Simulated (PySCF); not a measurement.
# Neon: a sound run and one with changed settings

Sound run: Ne [Ne], Ne⁺ [He] 2s2 2p5. Calculation: PySCF 2.14, in def2-SVP (3s2p1d, 14 functions); the non-relativistic Hamiltonian (point nucleus). In the sound run the correlated levels freeze 1s2. The sound run starts from symmetry-adapted Hartree-Fock orbitals and uses a fine grid where one is needed.

Changed run: initial guess atom, at most 5 SCF cycles. This setting is unsound on purpose.

```
species   method  sound run (hartree)  changed run (hartree)  converged
     Ne      UHF           -128.37641             -128.37641        yes
     Ne    B3LYP           -128.80308             -128.80308        yes
     Ne     PBE0           -128.69810             -128.69810        yes
     Ne      MP2           -128.55998             -128.55998        yes
     Ne  CCSD(T)           -128.56476             -128.56476        yes
    Ne⁺      UHF           -127.64829             -127.64829         no
    Ne⁺    B3LYP           -128.01470             -128.01470         no
    Ne⁺     PBE0           -127.91558             -127.91558         no
```

The SCF was stopped early; the energies are upper bounds that still move, and correlated levels were skipped or rest on poor orbitals.
